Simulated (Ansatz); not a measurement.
Grey tin (α-Sn), treated with r²SCAN+SOC (Ansatz, a first-principles code, PAW).

Settings: plane-wave cutoff 560 eV, 10×10×10 k mesh, Fermi–Dirac smearing 0.01 eV, PAW data made under PBE.

A third-order Birch–Murnaghan fit to the energies gives V0 = 35.360 Å³/atom, B0 = 42.4 GPa, B′ = 5.3.

| V (Å³/atom) | P (GPa) |
|---|---|
| 33.238 | 3.09 |
| 33.945 | 1.93 |
| 34.652 | ? |
| 35.359 | 0.00 |
| 36.067 | ? |
| 36.774 | ? |
| 37.481 | -2.11 |

**Question.** Estimate the withheld pressures from this fit; the answers are the runs' own values.

**Answer.** 
- 34.652, P (GPa): 0.91
- 36.067, P (GPa): -0.80
- 36.774, P (GPa): -1.50

The formula P = (3/2) B0 (x^(7/3) − x^(5/3)) [1 + (3/4)(B′ − 4)(x^(2/3) − 1)] with x = V0/V meets the computed pressures within 0.01 GPa when these rounded values are put in.

Measured, for comparison: bulk modulus 42.8 GPa (0 K value with the zero-point phonon effect removed; as tabulated in Mejia-Rodriguez and Trickey (2018), arXiv:1807.09216); equilibrium volume per atom 33.97 Å³/atom (static lattice: zero-point anharmonic expansion removed; as tabulated in Mejia-Rodriguez and Trickey (2018), arXiv:1807.09216). Computed (rounded) less measured: bulk modulus -0.9 %, equilibrium volume per atom +4.1 %.

The computed numbers hold no vibrational or temperature effects.
